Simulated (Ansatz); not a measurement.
**Scan of GeH2, singlet**

Starting geometry (PBE0/def2-TZVP stationary point for this spin, not checked as a minimum):

```yaml
atoms:
  - { symbol: Ge, position_ang: [0.0000, -0.0303, 0.0000] }
  - { symbol: H, position_ang: [0.0000, 1.0906, -1.1335] }
  - { symbol: H, position_ang: [0.0000, 1.0906, 1.1335] }
```

From there the angle named below is changed in its plane at fixed bond lengths, both arms turning rigidly about the middle atom; atoms are numbered as listed. Energies are in kJ/mol, counted from the starting geometry at the same level.

Basis cc-pVDZ; Ansatz 0.2.0. Only valence electrons are correlated (noble-gas cores and the filled d shells of p-block atoms frozen). Prefix R: restricted or restricted open-shell reference. Active spaces: valence = (6e, 6o) chosen from the atoms' valence shells. No spin–orbit coupling is included, and no scalar relativity.

The determinant at some points fills πx and πy unequally, so it is a mixture of Σ and Δ, which weighs on every level built on one determinant. Runs in a small pair space aren't shown, since their orbitals change along the scan. A value is left out where its run failed or describes another state than the reference as far as symmetry and spin tell, or, spin-broken singlets apart, can't be checked.

Full CI is exact within this basis and frozen core; it isn't the basis-set limit.

```
angle H2-Ge1-H3 (°)  full CI  unpaired electrons (full CI)  error RHF  error BCCD(T)  error RCCSDT(Q)  error RCCSDTQ  error CASSCF (valence space)  error MRCISD+Q (valence space)
               69.8     31.1                          0.07        8.5            0.1              0.0            0.0                           3.0                             0.2
               89.2      0.3                          0.07        0.3            0.0              0.0            0.0                           0.2                             0.0
               90.6      0.0                          0.07        0.0            0.0              0.0            0.0                           0.0                             0.0
              102.6      7.0                          0.07       -0.9            0.0              0.0            0.0                          -2.0                             0.2
              124.5     60.9                          0.10        3.3            0.3              0.0            0.0                          -5.7                             0.4
              141.9    135.3                          0.15       12.1            0.9              0.0            0.0                          -7.7                             0.2
              160.9    235.8                          0.54       27.7            3.5              0.2            0.0                             –                               –
              180.0    298.3                          2.05       44.5           12.0            -0.7*           0.0*                          25.8                            -2.9
```

An asterisk marks runs whose energy the program itself flagged as in doubt.

Unpaired electrons are Σ n²(2−n)² over natural occupations. Errors are those of relative energies. In total energy the starting point itself misses full CI by: RHF 295.9, BCCD(T) 1.6, RCCSDT(Q) 0.1, RCCSDTQ 0.0, CASSCF (valence space) 167.8, MRCISD+Q (valence space) 0.2 kJ/mol.

Spread of the error over the points with a reference, to 180.0 ° (largest less smallest): RCCSDTQ 0.0, RCCSDT(Q) 0.8, MRCISD+Q (valence space) 3.4 (7 of 8 points), BCCD(T) 12.0, CASSCF (valence space) 33.5 (7 of 8 points), RHF 45.4 kJ/mol.
